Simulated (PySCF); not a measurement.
C6H6, SMILES c1ccccc1. Atoms are numbered in the order given.

```xyz
12

C     -1.3987     0.0000     0.0000
C     -0.6994    -1.2113     0.0000
C      0.6994    -1.2113     0.0000
C      1.3987     0.0000     0.0000
C      0.6994     1.2113     0.0000
C     -0.6994     1.2113     0.0000
H     -2.4929     0.0000     0.0000
H     -1.2465    -2.1589     0.0000
H      1.2465    -2.1589     0.0000
H      2.4929     0.0000     0.0000
H      1.2465     2.1589     0.0000
H     -1.2465     2.1589     0.0000
```

Coordinates come from a r2SCAN-D4/def2-SVP optimisation.

All values below come from PBE/def2-TZVP (PySCF).

Symmetry labels are those of the subgroup D2h that the program uses (full group D6h).

Computed valence orbital energies around the gap with their symmetry:
```csv
orbital,symmetry,energy (eV)
HOMO−7,B2u,-10.84
HOMO−6,B2u,-10.16
HOMO−5,B3u,-10.16
HOMO−4,B1u,-9.01
HOMO−3,B1g,-8.18
HOMO−2,Ag,-8.18
HOMO−1,B2g,-6.29
HOMO,B3g,-6.29
LUMO,Au,-1.17
LUMO+1,B1u,-1.17
LUMO+2,Ag,0.65
LUMO+3,B2u,1.60
```
